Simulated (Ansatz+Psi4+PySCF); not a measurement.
A calculation with PySCF 2.14.0.

```python
from pyscf import gto, scf, mp

mol = gto.M(atom="""
N 0.000000 0.718960 -0.077690
N 0.000000 -0.718960 -0.077690
H -0.948210 1.005030 -0.304080
H -0.211080 -1.092750 0.847890
H 0.948210 -1.005030 -0.304080
""", basis='cc-pvtz', charge=0, spin=1)
mf = scf.UHF(mol)
mf.kernel()
pt = mp.MP2(mf, frozen=2).run()
print(mf.e_tot, pt.e_corr, pt.e_tot)
```

The script is written out from the run's settings.

Results

```
Converged                       : yes
Reference energy                : -110.60673 hartree
Correlation energy              : -0.39372 hartree
Total energy                    : -111.00045 hartree
Spin squared of the determinant : 0.762
```

Messages of the program:
```
WARN: HOMO -0.158510742470405 >= LUMO -0.158510742470405
WARN: HOMO -0.158510742470405 >= LUMO -0.158510742470405
```
